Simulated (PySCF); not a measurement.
Ligands exchanged one at a time, Al Cl-H. Isolated molecules, 0 K electronic values unless said otherwise. Strings in code marks are SMILES.

Level of theory: PBE-D3(BJ)/def2-TZVP // PBE0-D3(BJ)/def2-TZVP in PySCF. Excitations are Tamm–Dancoff values on a coarser integration grid. The basis has no diffuse functions, so Rydberg states are missing or too high.

```tsv
species	S1 oscillator strength	HOMO–LUMO gap (eV)	LUMO (eV)	S1–T1 gap (TDA) (eV)	T1 excitation (TDA) (eV)
0 of 3 Cl replaced by H	0.000	5.84	-2.11	0.24	5.72
1 of 3 Cl replaced by H (`[Cl][AlH][Cl]`)	0.000	5.75	-2.19	…	5.52
2 of 3 Cl replaced by H	…	…	…	0.34	4.62
3 of 3 Cl replaced by H	–	4.77	-2.53	–	–
```

Q: Fill in the missing entries.

A: 
- 1 of 3 Cl replaced by H (`[Cl][AlH][Cl]`), S1–T1 gap (TDA) (eV): 0.26
- 2 of 3 Cl replaced by H, S1 oscillator strength: 0.000
- 2 of 3 Cl replaced by H, HOMO–LUMO gap (eV): 4.87
- 2 of 3 Cl replaced by H, LUMO (eV): -2.40
